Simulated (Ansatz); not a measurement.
Crystal: H₂O₃, cubic X2O3 (oxygen-deficient fluorite) type, 10 atoms in the cell.

Space group Pn-3m, simple cubic cell, positions in fractions of the edge: H (0.25 0.25 0.25), (0.75 0.75 0.25), (0.75 0.25 0.75), (0.25 0.75 0.75); O (0.5 0 0), (0 0.5 0), (0 0 0.5), (0.5 0.5 0), (0.5 0 0.5), (0 0.5 0.5).

These are results of Ansatz, PBE, plane waves, PAW datasets (earlier set, tuned by hand), not measurements.

Cutoff 930 eV; k-mesh 14×14×14 Γ-centred; Fermi–Dirac smearing of 0.0612 eV; no spin polarisation.

The fit to the energies gives V₀ = 6.184 Å³/atom (a₀ = 3.955 Å), B₀ = 156 GPa, B₀′ = 4.17.

Question: What pressure does the program print at V = 5.813 Å³/atom, and how far above the lowest computed point (V = 6.184 Å³/atom) does the energy lie?

Answer: 10.99 GPa and 12.07 meV/atom. All points:

```tsv
V (Å³/atom)	a (Å)	E − E(min) (meV/atom)	P (GPa)
5.813	3.8738	12.07	10.99
5.937	3.9010	5.18	6.94
6.060	3.9279	1.25	3.30
6.184	3.9545	0.00	0.01
6.308	3.9807	1.16	-2.95
6.555	4.0320	9.78	-8.04
```

The published all-electron PBE values for this crystal (mean of FLEUR and WIEN2k, k-spacing 0.06 Å⁻¹; Bosoni et al., Nat. Rev. Phys. 6, 45 (2024)) are V₀ = 6.185 Å³/atom, B₀ = 155.9 GPa, B₀′ = 4.18. This run's mesh is coarser (spacing 0.11 Å⁻¹), so part of any difference comes from k-sampling.

The stress includes the program's correction for the finite plane-wave basis.

This cubic structure is a model: it isn't the usual form of the substance at ambient conditions, and such phases are metastable or hypothetical. The k-mesh is modest, so these values aren't fully converged in k.
